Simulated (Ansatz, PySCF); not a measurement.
System: C$_{2}$H$_{3}$O, net charge 0, doublet state. It need not be the lowest isomer of its formula. 
Coordinates optimised at B3LYP-D3(BJ)/def2-TZVP (Ansatz, a quantum-chemistry and plane-wave program):
```xyz
6

C     -0.9717    -0.6516    -0.0052
C      0.0062     0.4945     0.0051
H     -0.4534    -1.6140    -0.0159
H     -1.6108    -0.5706     0.8749
H     -1.6134    -0.5526    -0.8815
O      1.1838     0.4600     0.0029
```
Charge 0, spin multiplicity 2.

Property: atomisation energy (electronic, to ground-state atoms), in kcal/mol. Valence correlation only, unless marked. UHF or UKS for open shells. No spin-orbit coupling. Non-relativistic. The coupled-cluster limit lacks core correlation, which all-electron functionals hold. CBS(X,Y): correlation extrapolated as X^-3; Hartree-Fock from the larger set. [CCSD(T)-MP2]/basis is that difference in the basis named.

| level | program | atomisation energy (kcal/mol) |
|---|---|---|
| HF-D3(BJ)/def2-TZVPD | PySCF + dftd3 | 431.4 |
| HF-D4/def2-TZVPD | PySCF + dftd4 | 421.3 |

What does RI-MP2/CBS(cc-pVTZ,cc-pVQZ)+[CCSD(T)-MP2]/cc-pVTZ (Ansatz) give?

580.6 kcal/mol, so HF-D4/def2-TZVPD differs from it by -159.3 kcal/mol.
